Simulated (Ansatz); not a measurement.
Process, species as SMILES: Cl[C]Cl + 3 [H][H] (H2) -> C (CH4) + 2 Cl (HCl)

Wanted: energy of full hydrogenation (electronic), in kcal/mol. Terms: dispersion terms only where a functional's name holds one; six Cartesian d functions in 6-31G* and its kin unless marked 5d; no spin-orbit coupling; non-relativistic. Ab initio and DFT rows: single points at B3LYP-D3(BJ) geometries (Ansatz, a program for electronic structure).

| species | coefficient | E at B3LYP/6-31G* (Ansatz), Eh | E at PBE/def2-TZVPD (Ansatz), Eh |
|---|---|---|---|
| Cl[C]Cl | -1 | -958.38245 | -958.02463 |
| [H][H] (H2) | -3 | -1.17549 | -1.16589 |
| C (CH4) | +1 | -40.51834 | -40.46301 |
| Cl (HCl) | +2 | -460.79566 | -460.62833 |

 1 Eh = 627.5095 kcal/mol.

### Question
Compute it at each level from the table.

### Answer

- B3LYP/6-31G*: the sum of coefficient times E is -0.20074 Eh, or -125.97 kcal/mol. Result: -126.0 kcal/mol.
- PBE/def2-TZVPD: the sum of coefficient times E is -0.19737 Eh, or -123.85 kcal/mol. Result: -123.9 kcal/mol.
